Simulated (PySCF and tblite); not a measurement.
Values are calculated unless marked as measured or tabulated.
C3H8S, numbered as in [CH3:1][CH2:2][S:3][CH3:4].

Geometries PBE0-D3(BJ)/def2-SVP; weights from PBE0-D3(BJ)/def2-TZVP energies and GFN2-xTB thermal corrections, with symmetry numbers and mirror pairs. Conformers within 4 kcal/mol (GFN2-xTB free energy) were kept, 5 at most. Run with PySCF (density fitting) and tblite.

Rotational constants are equilibrium values for the commonest isotopes; dipoles come from the energy level named.

Torsions listed: C1–C2–S3–C4. Of a mirror pair one member is shown.

```
conformer  shape   symmetry  weight %
        1   -70°  C1 (pair)      65.1
        2   180°         Cs      34.9
```

Sets of constants, in random order:

```tsv
set	A (MHz)	B (MHz)	C (MHz)	abs μa (D)	abs μb (D)	abs μc (D)
P	16081	3173	2791	0.05	1.59	0.00
Q	9712	3889	3184	0.75	1.26	0.67
```

Problem. Match each set to its conformer.

Solution. P is conformer 2, Q is conformer 1.
